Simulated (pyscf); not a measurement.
Single points on ωB97X-D3(BJ)/def2-SVP structures (PySCF, gas phase). Correlated levels are frozen-core, on RHF or UHF. ΔMP2 is the change of the MP2 total energy from the triple- to the quadruple-zeta basis.

Estimate the classical barrier height and the reaction energy of H₂N–SiH₂–Cl → :HSi–Cl [singlet] + ammonia (NH₃) at CCSD(T)/def2-TZVPP + ΔMP2(QZVPP). The step runs on the singlet surface, breaks N–Si, H–Si and forms H–N; take the reactant's lowest minimum found as zero.

ΔE‡ = 75.4 kcal/mol, ΔE = +61.0 kcal/mol. Zero-point energy shifts the barrier by -1.8 kcal/mol. It is a 1,1-elimination, with an imaginary mode of 1627i cm⁻¹. On the product side the descent ends in an adduct with a N–Si contact, 29.6 kcal/mol under the separated species and 41.6 kcal/mol under the saddle at ωB97X-D3(BJ)/def2-TZVP. What is counted as broken (N–Si) persists as a longer contact in the product adduct; parting that adduct is a step of its own. At ωB97X-D3(BJ) the barrier from the zero used here is 77.5 kcal/mol. This is the saddle that the search found; another between the same sides may lie lower. The CCSD(T) − MP2 part came from Ansatz, without density fitting, on the same reference.
